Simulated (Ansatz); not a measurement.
**NH3 (ammonia): levels of theory compared**

We compute a comparison of 6 runs (HF/3-21G, UPBE0/3-21G, r2SCAN0/3-21G, MP2/3-21G, CCSDTQ/3-21G, CCSD(T)/6-31G) of NH3 (ammonia). 

The calculation is run with Ansatz 0.2.0.

48 further runs of the same task are left out: 48 set aside as unsound or not needed.

## (1) Starting point

NH3 has 4 atoms, charge 0, and is taken as a singlet. As SMILES, `N`. The H2–N1 distance was set to 1.519 Å, away from the relaxed value. At this shape a bond of the SMILES string is far longer than usual.

Bond lengths: N1–H3 1.013 Å, N1–H4 1.013 Å. Angles: H3–N1–H4 107.1°. A long bond or contact: N1–H2 1.519 Å.

## (2) The energy at HF/3-21G (run 1)

in.yaml

```yaml
crystal:
  periodic: [false, false, false]
  atoms:
    - symbol: "N"
      position_ang: [-0.350120, 0.525135, -0.208218]
    - symbol: H
      position_ang: [0.490470, -0.301820, 0.749180]
    - symbol: H
      position_ang: [-1.167690, -0.026275, -0.438058]
    - symbol: H
      position_ang: [0.186710, 0.629945, -1.060348]
basis:
  gaussian:
    orbitals: 3-21G.json
magnetization:
  spin_polarized: false
hamiltonian:
  xc: hf
accuracy: high
```

The basis set 3-21G is read from a file made from the Basis Set Exchange's data (not shown).

Launch:

```sh
$ ansatz run in.yaml --threads 1 --pin off --max-ram 3480MiB --events-out events.jsonl --progress --plain --runs-dir runs
```

Standard output:

```text
Warning: RAYON_NUM_THREADS=1 ignored (pool sized by the plan → 1); use --threads N
Functional definition: HF
  name "HF"
  exchange = exact_x
  correlation = 0
290 factors; integrals over basis functions are off by at most 5.0e-9 eV
mean field evaluation 1: about -1516.4132 eV, gradient 2.3e1 eV
mean field evaluation 2: about -1516.4112 eV, gradient 2.3e1 eV
mean field evaluation 4: about -1517.8113 eV, gradient 1.5e0 eV
mean field evaluation 8: about -1517.8264 eV, gradient 7.1e-2 eV
mean field evaluation 16: about -1517.8265 eV, gradient 2.0e-8 eV
mean field -1517.82649314 eV, -55.7790948033 hartree, gradient 2.0e-8 eV, S^2 0.000000; 0 other end points of the search recorded, 0 dependent functions left out
reference -1517.82649314 eV, -55.7790948033 hartree; 5, 5 occupied and 10, 10 virtual orbitals, 290 factors
Total energy: -1517.82649314 eV, -55.7790948033 hartree
```

Wall time 0.08 s (1 thread of Intel Xeon 6975P-C (Granite Rapids), shared host).

## (3) A single-point energy at UPBE0/3-21G (run 2)

molecule.yaml

```yaml
basis:
  gaussian:
    orbitals: 3-21G.json
crystal:
  periodic: [false, false, false]
  atoms:
    - {symbol: N, position_ang: [-0.350120, 0.525135, -0.208218]}
    - {symbol: H, position_ang: [0.490470, -0.301820, 0.749180]}
    - {symbol: H, position_ang: [-1.167690, -0.026275, -0.438058]}
    - {symbol: H, position_ang: [0.186710, 0.629945, -1.060348]}
magnetization:
  spin_polarized: true
  initial_magnetization: 0
hamiltonian:
  xc: {name: PBE0}
accuracy: high
```

The basis set 3-21G is read from a file made from the Basis Set Exchange's data (not shown).

Launch:

```sh
$ ansatz run molecule.yaml --threads 1 --pin off --max-ram 3480MiB --events-out events.jsonl --progress --plain --runs-dir runs
```

Standard output:

```text
Warning: RAYON_NUM_THREADS=1 ignored (pool sized by the plan → 1); use --threads N
Functional definition: PBE0
  name "PBE0"
  parameter a = 0.25
  parameter kappa = 0.804
  parameter beta = 0.06672455060314922
  exchange = (1 - a)*pbe_x(kappa = kappa, mu = beta*pi^2/3) + a*exact_x
  correlation = pbe_c(beta = beta)
290 factors; integrals over basis functions are off by at most 5.0e-9 eV
mean field evaluation 1: about -1522.5132 eV, gradient 2.8e1 eV
mean field evaluation 2: about -1518.0726 eV, gradient 3.9e1 eV
mean field evaluation 4: about -1526.0394 eV, gradient 4.6e-1 eV
mean field evaluation 8: about -1526.0328 eV, gradient 7.2e-3 eV
mean field evaluation 16: about -1526.0328 eV, gradient 3.9e-8 eV
mean field -1526.03276215 eV, -56.0806696267 hartree, gradient 4.0e-8 eV, S^2 0.000000; 0 other end points of the search recorded, 0 dependent functions left out
reference -1526.03276314 eV, -56.0806696632 hartree; 5, 5 occupied and 10, 10 virtual orbitals, 290 factors
Total energy: -1526.03276314 eV, -56.0806696632 hartree
```

Run time: 0.42 s. Hardware: 1 thread of Intel Xeon 6975P-C (Granite Rapids), shared host.

Run 3 isn't shown in full; the table further down has it.

## (4) A single-point energy at MP2/3-21G (run 4)

in.yaml

```yaml
basis:
  gaussian: {orbitals: 3-21G.json}
crystal:
  periodic: [false, false, false]
  atoms:
    - {symbol: "N", position_ang: [-0.350120, 0.525135, -0.208218]}
    - {symbol: H, position_ang: [0.490470, -0.301820, 0.749180]}
    - {symbol: H, position_ang: [-1.167690, -0.026275, -0.438058]}
    - {symbol: H, position_ang: [0.186710, 0.629945, -1.060348]}
correlation: {method: mp2, frozen_orbitals: {H: 0, "N": 1}}
accuracy: high
```

The basis set 3-21G is read from a file made from the Basis Set Exchange's data (not shown).

Launch:

```sh
$ ansatz run in.yaml --threads 1 --pin off --max-ram 3480MiB --events-out events.jsonl --progress --plain --runs-dir runs
```

Standard output:

```text
Warning: RAYON_NUM_THREADS=1 ignored (pool sized by the plan → 1); use --threads N
[... 4 set-up lines as earlier in the session ...]
290 factors; integrals over basis functions are off by at most 5.0e-9 eV
mean field evaluation 1: about -1516.4132 eV, gradient 2.3e1 eV
mean field evaluation 2: about -1516.4112 eV, gradient 2.3e1 eV
mean field evaluation 4: about -1517.8113 eV, gradient 1.5e0 eV
mean field evaluation 8: about -1517.8264 eV, gradient 7.1e-2 eV
mean field evaluation 16: about -1517.8265 eV, gradient 2.0e-8 eV
mean field -1517.82649314 eV, -55.7790948033 hartree, gradient 2.0e-8 eV, S^2 0.000000; 0 other end points of the search recorded, 0 dependent functions left out; unrestricted orbitals would lower it
1 core orbitals not correlated: weight in the atoms' cores, before any rotation towards them, 1.000 or more for the frozen orbitals, at most 0.000 for the correlated occupied ones
reference -1517.82649314 eV, -55.7790948033 hartree; 4, 4 occupied and 10, 10 virtual orbitals, 290 factors
second order -3.41292969 eV of doubles, -0.00000000 eV of singles
Total energy: -1521.23942283 eV, -55.9045176561 hartree
```

Wall time 0.1 s (1 thread of Intel Xeon 6975P-C (Granite Rapids), shared host).

Run 5 isn't shown in full; the table further down has it.

## (5) A single-point energy at CCSD(T)/6-31G (run 6)

job.yaml

```yaml
basis:
  gaussian:
    orbitals: 6-31G
crystal:
  periodic: [false, false, false]
  atoms:
    - {symbol: "N", position_ang: [-0.350120, 0.525135, -0.208218]}
    - {symbol: H, position_ang: [0.490470, -0.301820, 0.749180]}
    - {symbol: H, position_ang: [-1.167690, -0.026275, -0.438058]}
    - {symbol: H, position_ang: [0.186710, 0.629945, -1.060348]}
scf:
  omitted_lower_state_checks: [cluster_reference, increment]
accuracy: high
correlation:
  method: ccsd_t
  frozen_orbitals: {H: 0, "N": 1}
magnetization:
  spin_polarized: false
  initial_magnetization: 0
```

Launch:

```sh
$ ansatz run job.yaml --threads 1 --pin off --max-ram 3480MiB --events-out events.jsonl --progress --plain --runs-dir runs
```

Standard output, cut to the lines that bear on the results:

```text
Warning: RAYON_NUM_THREADS=1 ignored (pool sized by the plan → 1); use --threads N
[... 2 set-up lines as earlier in the session ...]
[...]
349 factors; integrals over basis functions are off by at most 9.2e-9 eV
[...]
mean field -1525.64564027 eV, -56.0664431603 hartree, gradient 2.5e-8 eV, S^2 0.000000; 0 other end points of the search recorded, 0 dependent functions left out; unrestricted orbitals would lower it
1 core orbitals not correlated: weight in the atoms' cores, before any rotation towards them, 1.000 or more for the frozen orbitals, at most 0.000 for the correlated occupied ones
reference -1525.64564027 eV, -56.0664431603 hartree; 4, 4 occupied and 10, 10 virtual orbitals, 349 factors
second order -3.55684777 eV of doubles, -0.00000000 eV of singles
cycle   1  -3.78905663 eV  change   -2.3e-1 eV  update   5.9e-2
[...]
cycle  21  -4.06889692 eV  change   6.1e-11 eV  update  3.4e-10
perturbative correction -0.07645062 eV, -0.0028095085 hartree
Total energy: -1529.79098781 eV, -56.2187818725 hartree
Checks for a lower state left out: cluster_reference, increment
```

It took 0.1 s on 1 thread of Intel Xeon 6975P-C (Granite Rapids), shared host.

## (6) All runs side by side

```
run          level  frozen core orbitals  energy (Eh)  wall time
  1       HF/3-21G                     –   -55.779095     0.08 s
  2    UPBE0/3-21G                     –   -56.080670     0.42 s
  3  r2SCAN0/3-21G                     –   -56.104400     0.52 s
  4      MP2/3-21G                     1   -55.904518      0.1 s
  5   CCSDTQ/3-21G                     1   -55.927746      1.5 s
  6  CCSD(T)/6-31G                     1   -56.218782      0.1 s
```

## (7) Summary of results

```
                                         quantity         value
                              run 6: total energy  -56.21878 Eh
run 6: correlation energy (1 core orbital frozen)    -152.3 mEh
                            run 6: (T) correction     -2.81 mEh
                             run 6: T1 diagnostic         0.012
```

Below the HF energy at the same shape and in the same basis (3-21G): MP2 -125.4 mEh; CCSDTQ -148.7 mEh. Totals of different functionals can't be ranked against each other. In runs 4, 5, 6 the log says that unrestricted orbitals would lower the reference, so the values rest on an unstable closed-shell determinant (other closed-shell runs at this shape may share the fault). All runs together took 2.7 s, the longest 1.5 s.
